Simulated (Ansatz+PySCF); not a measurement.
## singlet H₂S: levels of theory in one basis

```xyz
3

S     0.0000    0.0000   -0.2236
H     0.0000    2.0888    1.7891
H     0.0000   -2.0888    1.7891
```

Basis set: 6-31G (spherical functions). Frozen core: 5 orbitals. Charge 0, multiplicity 1.

Computed with Ansatz (development build ahead of 0.2.0); each method stands on the lowest determinant of its kind that the runs found.

```tsv
method	E − E(RHF) (eV)	<S²> of the determinant
RHF	0.00	0.00
UHF	-6.30	1.93
RHF-MP2	-4.47	–
UHF-MP2	-6.80	1.93
RHF-CCSD	-7.31	–
UHF-CCSD	-7.03	1.93
RHF-CCSD(T)	-7.66	–
UHF-CCSD(T)	-7.06	1.93
```

What does full CI (lowest root of this spin) give on the same scale?

-7.14 eV.

At such a shape the full CI root can have another spatial symmetry than the determinants, so the rows needn't describe one state.

Is a single determinant a sound starting point here?

It is doubtful. Unrestricted orbitals lower Hartree–Fock by 6.30 eV and <S²> is 1.93 where a pure state has 0.00, a sign of strong static correlation.

Caution for RHF, RHF-MP2, RHF-CCSD, RHF-CCSD(T): an unrestricted determinant lies well below. Caution for UHF, UHF-MP2, UHF-CCSD, UHF-CCSD(T): the unrestricted determinant is a mixture of spin states. Caution for RHF-MP2, RHF-CCSD, RHF-CCSD(T): large amplitudes, a single reference is doubtful; the program doubts this total. Caution for UHF-MP2, UHF-CCSD, UHF-CCSD(T): bonds are stretched, where a single reference can fail.
